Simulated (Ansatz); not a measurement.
Results of PBE0 in Ansatz (PAW) for body-centred tetragonal In.

Numerical settings: plane-wave cutoff 460 eV, 14×14×14 k mesh, Fermi–Dirac smearing 0.05 eV, scalar-relativistic PAW data made under PBE.

Computed at the level's own relaxed cell.

Task: Estimate the lattice parameter a and lattice parameter c that the calculation returns.

Result: 
lattice parameter a: 3.253 Å
lattice parameter c: 5.014 Å

Measured, for comparison: lattice constant a 3.252 Å, lattice parameter c 4.947 Å (293 K, no zero-point or thermal correction; as tabulated in Wikipedia's data pages). Computed (rounded) less measured: lattice constant a 0.0 %, lattice parameter c +1.4 %.

Spin–orbit coupling is not included.

The computed numbers hold no vibrational or temperature effects.

Ansatz is a first-principles code.
